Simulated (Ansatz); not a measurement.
# AlH3 (triplet): wave-function methods side by side, cc-pVTZ

Aim: climb from Hartree-Fock through coupled cluster and multireference methods for AlH3 (triplet) at one geometry and basis, and see what each rung misses.

Computed with Ansatz 0.2.0, Gaussian basis. Level: cc-pVTZ, core rule «outside noble gas», up to 5 orbitals frozen.

The runs, in order: UHF; CCSD(T) on ROHF; CCSD(T) on UHF; BCCD(T) on ROHF; CCSDT(Q) on ROHF; CCSDT(Q) on UHF; CASSCF and MRCISD+Q, 6 electrons in 7 orbitals; CASSCF and NEVPT2, 6 electrons in 7 orbitals.

28 further runs of the same task are left out: 6 for a known fault of the program, 8 that didn't finish, 14 set aside as unsound or not needed.

**1. The geometry**

The geometry is a PBE0/def2-TZVP stationary point (not a proven minimum).

4 atoms, charge 0, spin multiplicity 3.

Atoms are counted from 1 here; the program's logs count them from 0.

Bond lengths: Al1–H2 1.590 Å, Al1–H3 1.843 Å, Al1–H4 1.843 Å, H3–H4 0.841 Å. Angles: H2–Al1–H3 101.8°, H2–Al1–H4 101.8°, H3–Al1–H4 26.4°, Al1–H3–H4 76.8°, Al1–H4–H3 76.8°.

**2. UHF**

in.yaml reads:

```yaml
crystal:
  periodic: [false, false, false]
  atoms:
    - {symbol: Al, position_ang: [0.000000, 0.074413, -0.095633]}
    - {symbol: H, position_ang: [0.000000, -1.372409, -0.753982]}
    - {symbol: H, position_ang: [0.420650, -0.309773, 1.656991]}
    - {symbol: H, position_ang: [-0.420650, -0.309773, 1.656991]}
basis:
  gaussian: {orbitals: cc-pVTZ}
magnetization: {spin_polarized: true, initial_magnetization: 2}
hamiltonian: {xc: hf}
output: {orbitals: {seedname: orbitals}}
```

Started as:

```sh
ansatz run in.yaml --threads 1 --pin off --events-out ev --progress --plain --max-ram 2393MiB
```

The runs that follow: CCSD(T) on ROHF; CCSD(T) on UHF; BCCD(T) on ROHF; CCSDT(Q) on ROHF; CCSDT(Q) on UHF; CASSCF and MRCISD+Q, 6 electrons in 7 orbitals; CASSCF and NEVPT2, 6 electrons in 7 orbitals.

Before running them: what should the planned runs give, taken together? Wanted: UCCSDT(Q) below the RHF energy; RMP2 from UCCSDT(Q); UMP2 from UCCSDT(Q); RCCSD from UCCSDT(Q); RCCSD(T) from UCCSDT(Q); UCCSD(T) from UCCSDT(Q); RCCSDT(Q) from UCCSDT(Q); NEVPT2 valence from UCCSDT(Q); MRCISD+Q valence from UCCSDT(Q).

As calculated:

| quantity | value |
| --- | --- |
| UCCSDT(Q) below the RHF energy | -2.9737 eV |
| RMP2 from UCCSDT(Q) | +15.52 kcal/mol |
| UMP2 from UCCSDT(Q) | +15.41 kcal/mol |
| RCCSD from UCCSDT(Q) | +2.02 kcal/mol |
| RCCSD(T) from UCCSDT(Q) | +0.50 kcal/mol |
| UCCSD(T) from UCCSDT(Q) | +0.47 kcal/mol |
| RCCSDT(Q) from UCCSDT(Q) | +0.03 kcal/mol |
| NEVPT2 valence from UCCSDT(Q) | +13.96 kcal/mol |
| MRCISD+Q valence from UCCSDT(Q) | +0.68 kcal/mol |
| levels within 1 kcal/mol (43 meV) | RCCSD(T), UCCSD(T), BCCD(T), RCCSDT, UCCSDT, RCCSDT(Q), MRCISD+Q valence |
| T1 diagnostic | 0.023 |
| effectively unpaired electrons | 2.01 |

RCCSD(T) misses by +0.50 kcal/mol, 0.7 % of the correlation energy. One determinant dominates. Of the multireference levels listed MRCISD+Q valence comes nearest in total energy (+0.68 kcal/mol), which doesn't show that its space is the better one. These misses are within one basis, not against nature; the frozen cores of restricted and unrestricted runs differ, which can shift their rows.
